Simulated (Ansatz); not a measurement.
**CH₇BN+ (SMILES CB[NH3+]): single points off equilibrium**

An exercise on one series of results from a longer session: the logs are not shown, and one member is left open.

Method: single points in def2-TZVPP; program: Ansatz 0.2.0, Gaussian basis.

Correlated methods freeze the cores.

### The system as given

SMILES `CB[NH3+]`, 10 atoms, charge 1, spin multiplicity 1.

Atoms are counted from 1 here; the program's logs count them from 0.

Bond lengths: C1–B2 1.516 Å, C1–H4 1.183 Å, C1–H5 1.087 Å, C1–H6 0.965 Å, B2–N3 1.571 Å, B2–H7 1.107 Å, N3–H8 1.083 Å, N3–H9 0.919 Å, N3–H10 1.042 Å. Angles: B2–C1–H4 102.9°, B2–C1–H5 109.7°, B2–C1–H6 111.7°, H4–C1–H5 99.7°, H4–C1–H6 121.3°, H5–C1–H6 110.5°, C1–B2–N3 121.2°, C1–B2–H7 124.7°, N3–B2–H7 114.1°, B2–N3–H8 109.3°, B2–N3–H9 113.2°, B2–N3–H10 112.0°, H8–N3–H9 110.9°, H8–N3–H10 108.2°, H9–N3–H10 102.9°.

As a file:

| atom | x (Å) | y (Å) | z (Å) |
| --- | --- | --- | --- |
| C1 | -0.9287 | 0.7291 | -0.6117 |
| B2 | 0.1964 | -0.2787 | -0.4871 |
| N3 | 0.8853 | -0.5616 | 0.8964 |
| H4 | -1.8061 | 0.0883 | -1.0805 |
| H5 | -0.7289 | 1.4009 | -1.4430 |
| H6 | -1.0531 | 1.2284 | 0.2042 |
| H7 | 0.5709 | -0.9108 | -1.3158 |
| H8 | 0.7654 | -1.6079 | 1.1480 |
| H9 | 1.7709 | -0.3184 | 0.9163 |
| H10 | 0.4700 | 0.0077 | 1.6637 |

Set-up of the first run:

Contents of run/in.yaml:

```yaml
crystal:
  periodic: [false, false, false]
  atoms:
    - {symbol: C, position_ang: [-0.928700, 0.729100, -0.611700]}
    - {symbol: B, position_ang: [0.196400, -0.278700, -0.487100]}
    - {symbol: N, position_ang: [0.885300, -0.561600, 0.896400]}
    - {symbol: H, position_ang: [-1.806100, 0.088300, -1.080500]}
    - {symbol: H, position_ang: [-0.728900, 1.400900, -1.443000]}
    - {symbol: H, position_ang: [-1.053100, 1.228400, 0.204200]}
    - {symbol: H, position_ang: [0.570900, -0.910800, -1.315800]}
    - {symbol: H, position_ang: [0.765400, -1.607900, 1.148000]}
    - {symbol: H, position_ang: [1.770900, -0.318400, 0.916300]}
    - {symbol: H, position_ang: [0.470000, 0.007700, 1.663700]}
basis:
  gaussian: {orbitals: def2-TZVPP}
total_charge: 1
correlation: {method: ccsd_t}
output: {forces: true}
```

No record of the launch command was kept for these runs.

Among the steps run: CCSD(T)/def2-TZVPP; PBE0-D4/def2-TZVPP; wB97M-V/def2-TZVPP; r2SCAN-D4/def2-TZVPP; PBE-D4/def2-TZVPP; revPBE-D4/def2-TZVPP; BLYP-D4/def2-TZVPP.

One of the session's tables, all rows but one given; the rest of the session is left out.

| method | RMS force component (eV/Å) | angle to CCSD(T) forces (°) |
| --- | --- | --- |
| CCSD(T) | 2.540 | reference |
| PBE0-D4 | ? | ? |
| wB97M-V | 2.529 | 1.5 |
| r2SCAN-D4 | 2.539 | 2.3 |
| PBE-D4 | 2.579 | 4.2 |
| revPBE-D4 | 2.571 | 3.6 |
| BLYP-D4 | 2.522 | 3.6 |

Estimate the missing values for PBE0-D4.

**Answer.** RMS force component (eV/Å): 2.566; angle to CCSD(T) forces (°): 2.2. In the column «RMS force component (eV/Å)» it lies between CCSD(T) (2.540) and revPBE-D4 (2.571).
